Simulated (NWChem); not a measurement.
Species: hydrogen isocyanide (CHN); SMILES [C-]#[NH+]

Program: NWChem. Pople sets run with spherical d functions. Coordinates come from a PBE0/def2-SVP optimisation. Computed dipoles belong to the equilibrium geometry; the measured one is vibrationally averaged.

Measured dipole moment: 3.05 D (NIST CCCBDB, as tabulated in the package chemicals).

```tsv
level	dipole moment (D)	computed − measured
B3LYP/STO-3G	2.64	-0.41
B3LYP/3-21G	3.03	-0.02
B3LYP/6-31G*	___	___
B3LYP/6-31+G*	3.07	+0.02
B3LYP/def2-SVP	3.13	+0.08
B3LYP/def2-SVPD	___	___
B3LYP/def2-TZVP	3.08	+0.03
B3LYP/6-311++G**	3.07	+0.02
B3LYP/aug-cc-pVTZ	3.05	0.00
```

Task: Some entries are withheld; supply them.

Result: 
- B3LYP/def2-SVPD, dipole moment (D): 3.09
- B3LYP/def2-SVPD, computed − measured: +0.04
- B3LYP/6-31G*, dipole moment (D): 2.96
- B3LYP/6-31G*, computed − measured: -0.09
